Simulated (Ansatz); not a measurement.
C4H7N can be A, `C=CC(=C)N`, or B, `CCC1=NC1`.

Program: Ansatz. Geometries: PBE0-D4/def2-TZVP. ΔE: electronic, gas phase. CCSD(T)/CBS is the MP2 limit (def2-TZVPP, def2-QZVPP) plus CCSD(T) − MP2 in def2-TZVPP, frozen cores. Functionals use def2-TZVPP. B3LYP here is the variant with VWN-RPA as its local correlation; programs differ in this. Each species was taken in one conformer, which may not be the lowest.

A:

```xyz
12

C     0.1215    0.4900   -1.8722
C    -0.0145    0.8192   -0.5901
C    -0.0823   -0.1178    0.5290
C    -0.3964    0.3270    1.7556
N     0.1277   -1.4563    0.2310
H     0.1698    1.2515   -2.6407
H     0.1594   -0.5415   -2.2047
H    -0.0836    1.8656   -0.3110
H    -0.6343    1.3695    1.9130
H    -0.4548   -0.3378    2.6094
H     0.8449   -1.6217   -0.4580
H     0.2426   -2.0477    1.0385
```

B:

```xyz
12

C     0.828    0.742   -1.154
C     0.806   -0.506   -0.279
C    -0.454   -0.631    0.470
N    -1.405   -1.415    0.662
C    -1.428   -0.067    1.377
H     0.679    1.642   -0.555
H     0.040    0.704   -1.909
H     1.786    0.830   -1.668
H     0.950   -1.412   -0.874
H     1.623   -0.458    0.450
H    -2.163    0.654    1.028
H    -1.263   -0.084    2.452
```

Which is lower in electronic energy at CCSD(T)/CBS, and by how much? (Estimate.)

The calculation gave: A, by 20.9 kcal/mol.

Give E(B) − E(A) in kcal/mol with r2SCAN-D4, CCSD/def2-TZVPP, B2PLYP, B3LYP-D4, PBE-D4, BLYP-D4, LDA (SPW92). (Estimate.)

Computed: r2SCAN-D4 21.3, CCSD/def2-TZVPP 19.3, B2PLYP 21.1, B3LYP-D4 23.6, PBE-D4 20.0, BLYP-D4 24.3, LDA (SPW92) 23.0. None reverses the order clearly.

Does the order hold for the free energy at 298.15 K (harmonic terms from PBE0-D4)? (An estimate is asked.)

Ansatz gave: Yes: G(B) − G(A) = +20.3 kcal/mol, for one conformer each.

Largest T1 diagnostic: 0.012.

Leaving LDA and LC-ωPBE aside and taking each functional with its dispersion term where it has one, the values, not all of them listed here, spread over 7.9 kcal/mol, from ωB97X-V to BLYP-D4. LDA lies +3.5 kcal/mol from PBE without D4. From r2SCAN to r2SCAN0 (25 % exact exchange), in def2-TZVPP and without D4, E(B) − E(A) moves by −0.8 kcal/mol.
